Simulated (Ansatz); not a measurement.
Reaction (atomization): `NC1=NCC1` → 3 C• + 6 H• + 2 N•

Program: Ansatz. Geometries: PBE0-D4/def2-TZVP. ΔE: electronic, gas phase. CCSD(T)/CBS is the MP2 limit (def2-TZVPP, def2-QZVPP) plus CCSD(T) − MP2 in def2-TZVPP, frozen cores. This one scheme is used for every species, atoms too. Functionals use def2-TZVPP. B3LYP here is the variant with VWN-RPA as its local correlation; programs differ in this. No spin–orbit coupling; open shells (•) take unrestricted orbitals. Spin–orbit coupling would lower the free atoms: a little for C. One conformer a species, not always the lowest.

`NC1=NCC1`:

```xyz
11

N    -0.847    0.493   -1.648
C    -0.263   -0.049   -0.549
N    -0.004   -1.285   -0.298
C     0.657   -0.889    0.970
C     0.336    0.593    0.662
H    -1.318   -0.153   -2.261
H    -1.280    1.394   -1.551
H     0.171   -1.302    1.857
H     1.722   -1.135    0.996
H    -0.364    1.086    1.341
H     1.190    1.248    0.481
```

| level | ΔE (kcal/mol) | difference from CCSD(T)/CBS |
| --- | --- | --- |
| PBE-D4 | 1103.2 | 45.1 |
| r2SCAN-D4 | 1061.4 | 3.3 |
| PBE0-D4 | 1075.1 | 17.0 |
| B2PLYP | 1052.6 | -5.5 |
| PBE | 1098.6 | 40.5 |
| PBE0 | 1071.4 | 13.3 |
| B3LYP | 1058.7 | 0.6 |
| HF/def2-TZVPP | 727.6 | -330.5 |
| MP2/def2-TZVPP | 1048.9 | -9.2 |
| SCS-MP2/def2-TZVPP | 1045.4 | -12.7 |
| CCSD(T)/def2-TZVPP | 1027.4 | -30.7 |
| HF/def2-QZVPP | 729.2 | -328.9 |
| MP2/def2-QZVPP | 1067.1 | 9.0 |
| SCS-MP2/def2-QZVPP | 1066.3 | 8.2 |
| HF/CBS(def2) | 729.5 | -328.6 |
| CCSD/CBS(def2) | 1038.2 | -19.9 |
| CCSD(T)/CBS | 1058.1 | 0 |

Largest T1 diagnostic among the species: 0.012.

In def2-TZVPP, CCSD(T) changes the Hartree–Fock value by +299.9 kcal/mol (the triples alone add +19.9 kcal/mol) and MP2 by +321.3 kcal/mol; breaking electron pairs costs correlation energy, which Hartree–Fock lacks. From PBE to PBE0 (25 % exact exchange), in def2-TZVPP and without D4, ΔE moves by −27.2 kcal/mol: exact exchange takes away binding that semilocal exchange gives to molecules. The D4 term adds +7.3 kcal/mol with B3LYP and +3.8 kcal/mol with PBE0; it sums over pairs of atoms, weighted by their polarisabilities, and B3LYP, whose exchange is more repulsive, gets the larger term.

For atomizations the MP2-based limit and the directly extrapolated one differ by several kJ/mol either way, and by 10 to 25 for some Ge, Se and Sn compounds, so smaller differences from it don't rank the levels.
